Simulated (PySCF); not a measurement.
C₃H₇, SMILES C[CH]C, multiplicity 2. The structure is a stationary point at PBE-D3(BJ)/def2-TZVP. The isomer is the one that the SMILES or the coordinates give; other isomers of the formula were not compared.

Calculation: PySCF with PBE-D3(BJ)/def2-TZVP.

Harmonic wavenumbers (cm⁻¹): 107, 112, 346, 381, 879, 905, 911, 988, 1133, 1142, 1320, 1356, 1360, 1412, 1422, 1422, 1438, 2871, 2875, 2949, 2949, 3034, 3036, 3110. Rotational constants (GHz): 37.16, 8.366, 7.465; symmetry number 1.

Task: Work out the zero-point energy and the ideal-gas rigid-rotor harmonic-oscillator thermochemistry at 298.15 K and 1 atm.

Result: ZPE = ½ Σ hcν = ½ × 37458 cm⁻¹ = 224.05 kJ/mol. H − E(el) = 240.33 kJ/mol. Entropy in J/(mol K): translation 155.68, rotation 93.94, vibration 39.89, spin 5.76, total 295.27. G − E(el) = 152.30 kJ/mol. Cp = 75.72 J/(mol K). Modes under 150 cm⁻¹ make the vibrational entropy uncertain.
